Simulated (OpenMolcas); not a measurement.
# BPH6 (SMILES [BH3-][PH3+]), step by step

Wanted: a series of 8 runs (UHF/def2-SVPD, CASSCF(8,8)/def2-SVPD, CASPT2(8,8)/def2-SVPD, CASPT2[IPEA 0](8,8)/def2-SVPD, SC-NEVPT2(8,8)/def2-SVPD, PC-NEVPT2(8,8)/def2-SVPD, MC-PDFT[tPBE](8,8)/def2-SVPD, MC-PDFT[ftPBE](8,8)/def2-SVPD) of BPH6. 

The results are computed with OpenMolcas 26.06.

## 1. The structure to begin with

BPH6 has 8 atoms, charge 0, and is taken as a singlet. SMILES: `[BH3-][PH3+]`. The B1–H5 distance was set to 1.572 Å, away from the relaxed value.

Bond lengths: B1–P2 1.910 Å, B1–H3 1.209 Å, B1–H4 1.209 Å, P2–H6 1.408 Å, P2–H7 1.409 Å, P2–H8 1.408 Å. Angles: B1–P2–H6 118.0°, B1–P2–H7 118.1°, B1–P2–H8 118.0°, P2–B1–H3 103.8°, P2–B1–H4 103.8°, H6–P2–H7 99.7°, H6–P2–H8 99.7°, H7–P2–H8 99.7°, H3–B1–H4 114.5°.

## 2. A single-point energy at UHF/def2-SVPD (run 1)

step1.input reads:

```
>>> EXPORT MOLCAS_PRINT=2
&GATEWAY
BasLib=$CurrDir
Coord
8
angstrom
B       -0.706277      -0.080894      -0.795232
P        0.283723      -0.489694       0.786468
H       -1.843577       0.035006      -0.401332
H       -0.517977      -1.038294      -1.509232
H       -0.055500       1.254200      -1.309900
H        0.268623       0.447606       1.837568
H        1.672923      -0.688394       0.665868
H       -0.060977      -1.653294       1.501368
Basis=def2-SVPD
Group=NoSym
&SEWARD
&SCF
UHF
Scramble=0.25
PrOrbitals=1 2
```

The basis set def2-SVPD is read from a file made from the Basis Set Exchange's data (not shown).

Run with:

```bash
$ export MOLCAS_MEM=1860
$ pymolcas step1.input > step1.log
```

The log of the run, shortened:

```text
--- Start Module: gateway ---
[...]
--- Stop Module: gateway /rc=_RC_ALL_IS_WELL_ ---
--- Start Module: seward ---
[...]
      Basis functions           92
--- Stop Module: seward /rc=_RC_ALL_IS_WELL_ ---
[...]
--- Start Module: scf ---
[...]
       Convergence after  15 Iterations
[...]
::    Total SCF energy                               -368.7258070092
[...]
      Total spin, S                                     0.0000000000
[...]
      Total electronic charge=   26.000000
      Total            charge=   -0.000000
[...]
      Dipole Moment (debye):
      Origin of the operator (angstrom)=    0.0098   -0.3688    0.3414
                   X=  2.0105E+00               Y= -1.6409E+00               Z=  3.9976E+00           Total=  4.7661E+00
      Quadrupole Moment (debye*angstrom):
[...]
--- Stop Module: scf /rc=_RC_ALL_IS_WELL_ ---
[...]
```

It took 7.8 s on 1 thread of Arm Neoverse V2, shared host; peak memory 0.5 GiB.

## 3. A single-point energy at CASSCF(8,8)/def2-SVPD (run 2)

step2.inp reads:

```
&GATEWAY
  BasLib
  $CurrDir
  Coord
  8
  angstrom
  B       -0.706277      -0.080894      -0.795232
  P        0.283723      -0.489694       0.786468
  H       -1.843577       0.035006      -0.401332
  H       -0.517977      -1.038294      -1.509232
  H       -0.055500       1.254200      -1.309900
  H        0.268623       0.447606       1.837568
  H        1.672923      -0.688394       0.665868
  H       -0.060977      -1.653294       1.501368
  Basis
  def2-SVPD
  Group
  NoSym

&SEWARD

&RASSCF
  FileOrb
  $CurrDir/step1.UnaOrb
  Spin
  1
  Nactel
  8 0 0
  Inactive
  9
  Ras2
  8
  OrbListing
  Nothing
```

The basis set def2-SVPD is read from a file made from the Basis Set Exchange's data (not shown).

Run with:

```bash
$ export MOLCAS_MEM=1860
$ pymolcas step2.inp > step2.log
```

The log of the run, shortened:

```text
--- Start Module: gateway ---
[...]
--- Stop Module: gateway /rc=_RC_ALL_IS_WELL_ ---
--- Start Module: seward ---
[...]
      Basis functions           92
--- Stop Module: seward /rc=_RC_ALL_IS_WELL_ ---
[...]
--- Start Module: rasscf ---
[...]
      Number of active orbitals                  8
[...]
      Spin quantum number                      0.0
[...]
      Active orbitals                            8
[...]
      Number of CSFs                          1764
[...]
      Number of root(s) required                 1
[...]
      Convergence after 31 iterations
[...]
      printout of CI-coefficients larger than  0.05 for root  1
      energy=    -368.786937
      conf/sym  11111111     Coeff  Weight
             1  22220000  -0.97544 0.95148
            18  22202000   0.13593 0.01848
            72  2ud20ud0   0.06920 0.00479
            90  20220200   0.05418 0.00294
      Natural orbitals and occupation numbers for root  1
      sym 1:   1.988310   1.976387   1.979442   1.957119   0.043979   0.019683   0.022287   0.012794
      ************************************************************************************************************************
      *                                                    Final results                                                     *
[...]
::    RASSCF root number  1 Total energy:   -368.78693736
[...]
      Total electronic charge=   26.000000
      Total            charge=   -0.000000
[...]
      Dipole Moment (debye):
      Origin of the operator (angstrom)=    0.0098   -0.3688    0.3414
                   X=  2.1025E+00               Y= -1.4976E+00               Z=  3.9959E+00           Total=  4.7572E+00
      Quadrupole Moment (debye*angstrom):
[...]
--- Stop Module: rasscf /rc=_RC_ALL_IS_WELL_ ---
[...]
```

Wall time 16 s (1 thread of Arm Neoverse V2, shared host); peak memory 0.5 GiB.

Runs 3 to 4 aren't shown in full; the table further down has their settings and results.

## 4. A single-point energy at SC-NEVPT2(8,8)/def2-SVPD (run 5)

step5.inp reads:

```
* BH6P NEVPT2

&gateway
 baslib
 $CurrDir
 coord
 8
 angstrom
 B       -0.706277      -0.080894      -0.795232
 P        0.283723      -0.489694       0.786468
 H       -1.843577       0.035006      -0.401332
 H       -0.517977      -1.038294      -1.509232
 H       -0.055500       1.254200      -1.309900
 H        0.268623       0.447606       1.837568
 H        1.672923      -0.688394       0.665868
 H       -0.060977      -1.653294       1.501368
 basis
 def2-SVPD
 group
 NoSym

&seward

&rasscf
 fileorb
 $CurrDir/step2.RasOrb
 spin
 1
 nactel
 8 0 0
 inactive
 9
 ras2
 8
 orblisting
 Nothing

&caspt2
 sc-nevpt2
 frozen
 6
```

The basis set def2-SVPD is read from a file made from the Basis Set Exchange's data (not shown).

Run with:

```bash
$ export MOLCAS_MEM=1860
$ pymolcas step5.inp > step5.log
```

The log of the run, shortened:

```text
--- Start Module: gateway ---
[...]
--- Stop Module: gateway /rc=_RC_ALL_IS_WELL_ ---
[...]
      Basis functions           92
[...]
--- Start Module: rasscf ---
[...]
      Number of active orbitals                  8
[...]
      Spin quantum number                      0.0
[...]
      Active orbitals                            8
[...]
      Number of CSFs                          1764
[...]
      Number of root(s) required                 1
[...]
      Convergence after  5 iterations
[...]
      printout of CI-coefficients larger than  0.05 for root  1
      energy=    -368.786937
      conf/sym  11111111     Coeff  Weight
             1  22220000  -0.97544 0.95148
            18  22202000   0.13593 0.01848
            72  2ud20ud0   0.06921 0.00479
            90  20220200   0.05418 0.00294
      Natural orbitals and occupation numbers for root  1
      sym 1:   1.988309   1.976388   1.979443   1.957119   0.043979   0.019682   0.022288   0.012793
      ************************************************************************************************************************
      *                                                    Final results                                                     *
[...]
::    RASSCF root number  1 Total energy:   -368.78693736
[...]
      Total electronic charge=   26.000000
      Total            charge=   -0.000000
[...]
      Dipole Moment (debye):
      Origin of the operator (angstrom)=    0.0098   -0.3688    0.3414
                   X=  2.1025E+00               Y= -1.4975E+00               Z=  3.9959E+00           Total=  4.7571E+00
      Quadrupole Moment (debye*angstrom):
[...]
--- Stop Module: rasscf /rc=_RC_ALL_IS_WELL_ ---
[...]
--- Start Module: caspt2 ---
[...]
 ###    WARNING: User changed nr of frozen orbitals.                         ###
 ###############################################################################
[...]
      E2 (Variational):          -0.1968669235
[...]
      E2 (Variational):          -0.1957861879
      Total energy:            -368.9827235524
[...]
      Reference weight:           0.92958
[...]
::    SC-NEVPT2 Root  1     Total energy:   -368.98272355
[...]
--- Stop Module: caspt2 /rc=_RC_ALL_IS_WELL_ ---
[...]
```

Run time: 8.7 s. Hardware: 1 thread of Arm Neoverse V2, shared host; peak memory 0.5 GiB.

Runs 6 to 7 aren't shown in full; the table further down has their settings and results.

## 5. The energy at MC-PDFT[ftPBE](8,8)/def2-SVPD (run 8)

step8.input reads:

```
>>> EXPORT MOLCAS_PRINT=2

&GATEWAY
 BasLib=$CurrDir
 Coord
 8
 angstrom
 B       -0.706277      -0.080894      -0.795232
 P        0.283723      -0.489694       0.786468
 H       -1.843577       0.035006      -0.401332
 H       -0.517977      -1.038294      -1.509232
 H       -0.055500       1.254200      -1.309900
 H        0.268623       0.447606       1.837568
 H        1.672923      -0.688394       0.665868
 H       -0.060977      -1.653294       1.501368
 Basis=def2-SVPD
 Group=NoSym

&SEWARD

&RASSCF
 FileOrb=$CurrDir/step2.RasOrb
 Spin=1
 Nactel=8 0 0
 Inactive=9
 Ras2=8
 OrbListing=Nothing

&MCPDFT
 KSDFT=FT:PBE
```

The basis set def2-SVPD is read from a file made from the Basis Set Exchange's data (not shown).

Run with:

```bash
$ export MOLCAS_MEM=1860
$ pymolcas step8.input > step8.log
```

The log of the run, shortened:

```text
--- Start Module: gateway ---
[...]
--- Stop Module: gateway /rc=_RC_ALL_IS_WELL_ ---
[...]
      Basis functions           92
[...]
--- Start Module: rasscf ---
[...]
      Number of active orbitals                  8
[...]
      Spin quantum number                      0.0
[...]
      Active orbitals                            8
[...]
      Number of CSFs                          1764
[...]
      Number of root(s) required                 1
[...]
      Convergence after  5 iterations
[...]
      printout of CI-coefficients larger than  0.05 for root  1
      energy=    -368.786937
      conf/sym  11111111     Coeff  Weight
             1  22220000  -0.97544 0.95148
            18  22202000   0.13593 0.01848
            72  2ud20ud0   0.06921 0.00479
            90  20220200   0.05418 0.00294
      Natural orbitals and occupation numbers for root  1
      sym 1:   1.988309   1.976388   1.979443   1.957119   0.043979   0.019682   0.022288   0.012793
      ************************************************************************************************************************
      *                                                    Final results                                                     *
[...]
::    RASSCF root number  1 Total energy:   -368.78693736
[...]
      Total electronic charge=   26.000000
      Total            charge=   -0.000000
[...]
      Dipole Moment (debye):
      Origin of the operator (angstrom)=    0.0098   -0.3688    0.3414
                   X=  2.1025E+00               Y= -1.4975E+00               Z=  3.9959E+00           Total=  4.7571E+00
      Quadrupole Moment (debye*angstrom):
[...]
--- Stop Module: rasscf /rc=_RC_ALL_IS_WELL_ ---
[...]
--- Start Module: mcpdft ---
[...]
 ###    WARNING: Deprecation warning: KSDF should be replaced                ###
 ###    with FUNC keyword                                                    ###
 ###############################################################################
[...]
::    MCPDFT root number  1 Total energy:   -369.48544629
--- Stop Module: mcpdft /rc=_RC_ALL_IS_WELL_ ---
[...]
```

Wall time 8.1 s (1 thread of Arm Neoverse V2, shared host); peak memory 0.5 GiB.

## 6. All runs side by side

```csv
run,level,scramble,active rule,energy (Eh),dipole moment (D) of the reference,wall time
1,UHF/def2-SVPD,0.25,–,-368.725807,4.77,7.8 s
2,"CASSCF(8,8)/def2-SVPD",–,frontier window,-368.786937,4.76,16 s
3,"CASPT2(8,8)/def2-SVPD",–,frontier window,-368.996700,4.76,10 s
4,"CASPT2[IPEA 0](8,8)/def2-SVPD",–,frontier window,-368.997502,4.76,9.9 s
5,"SC-NEVPT2(8,8)/def2-SVPD",–,frontier window,-368.982724,4.76,8.7 s
6,"PC-NEVPT2(8,8)/def2-SVPD",–,frontier window,-368.983804,4.76,8.4 s
7,"MC-PDFT[tPBE](8,8)/def2-SVPD",–,frontier window,-369.391624,4.76,7.8 s
8,"MC-PDFT[ftPBE](8,8)/def2-SVPD",–,frontier window,-369.485446,4.76,8.1 s
```

## 7. Summary of results

```
                                                            quantity          value
                  run 8, MC-PDFT[ftPBE](8,8)/def2-SVPD: total energy  -369.48545 Eh
run 8, MC-PDFT[ftPBE](8,8)/def2-SVPD: dipole moment (CASSCF density)         4.76 D
```

**Reading.** Below the UHF energy at the same shape and in the same basis (def2-SVPD): CASSCF(8,8) -61.1 mEh; CASPT2(8,8) -270.9 mEh; CASPT2[IPEA 0](8,8) -271.7 mEh; SC-NEVPT2(8,8) -256.9 mEh; PC-NEVPT2(8,8) -258.0 mEh. Active-space methods hold only the correlation inside their space unless a perturbation or CI step follows. All runs together took 77 s, the longest 16 s.
